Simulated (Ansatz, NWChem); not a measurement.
Heat of formation of HF (hydrogen fluoride) from total energies

The species is HF (2 atoms), meant as a singlet with charge 0. SMILES: `F`. Geometry: relaxed at PBE0-D4/def2-TZVP.

```xyz
2

F    -0.3900    0.1446   -0.1964
H     0.3900   -0.1446    0.1964
```

Total energies at B3LYP/6-31G* (spherical functions) (NWChem 7.3.0); the atoms run unrestricted:

| species | state | energy (Eh) |
| --- | --- | --- |
| HF | singlet | -100.417948 |
| F | doublet | -99.714578 |
| H | doublet | -0.500273 |

Harmonic wavenumbers at PBE0-D4/def2-TZVP, in cm⁻¹: 4154.

Measured heats of formation of the gaseous atoms at 298.15 K, in kJ/mol: F 79.4, H 218.0. Spin-orbit lowering of the atoms at 298 K (mean of the ground term's levels less their thermal mean, from spectra), in kJ/mol: F 1.29. Take 1 Eh = 2625.50 kJ/mol, 1 cm⁻¹ = 0.0119627 kJ/mol, RT = 2.479 kJ/mol.

What heat of formation follows?


1. Electronic atomisation energy: (-99.714578) + (-0.500273) − (-100.417948) = 0.203097 Eh = 533.2 kJ/mol.
2. Zero-point energy: half the sum of the wavenumbers, 2077 cm⁻¹ = 24.8 kJ/mol.
3. Thermal vibrational enthalpy, Σ hcν̃/(exp(hcν̃/kT) − 1): 0.0 kJ/mol. Translation, rotation and pV of a linear molecule: 3.5 RT = 8.7 kJ/mol.
4. The 2 free atoms carry 5/2 RT each: 12.4 kJ/mol.
5. Spin-orbit coupling lowers the free atoms by 1.29 = 1.3 kJ/mol.
6. Atomisation enthalpy at 298 K: 533.2 − 1.3 − 24.8 − 0.0 − 8.7 + 12.4 = 510.8 kJ/mol.
7. Sum of the atoms' heats of formation: 297.4 kJ/mol. Heat of formation: 297.4 − 510.8 = -213.4 kJ/mol.

The tabulated value is -272.7 kJ/mol (Active Thermochemical Tables), so this level is off by +59.3 kJ/mol, or 10.4 % of the atomisation enthalpy. Anharmonicity and any spin-orbit splitting of the molecule are left out.
